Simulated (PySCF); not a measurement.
B3LYP has the VWN-RPA correlation part, as in Gaussian. Delta-SCF ions had no search for a lower state. Excitations are Tamm–Dancoff values on a coarser integration grid. The basis has no diffuse functions, so Rydberg states are missing or too high.

Cartesian coordinates (Å):
```xyz
9

C      1.3555    -0.1069     0.2830
C      0.2258    -0.3228    -0.3784
C     -1.1086     0.2450    -0.0116
H      2.2931    -0.5468    -0.0318
H      1.3821     0.5206     1.1671
H      0.2463    -0.9591    -1.2597
H     -1.5143     0.8511    -0.8269
H     -1.0452     0.8698     0.8804
H     -1.8347    -0.5509     0.1779
```
Charge 0, multiplicity 1.

Q: What is the computed total energy, S1–T1 gap (TDA) and vertical ionisation energy (Delta-SCF) (B3LYP-D3(BJ)/def2-TZVP in PySCF)?

A: 
The total energy comes out as -3210.01 eV. The S1–T1 gap (TDA) comes out as 2.94 eV and the vertical ionisation energy (Delta-SCF) is 9.78 eV.
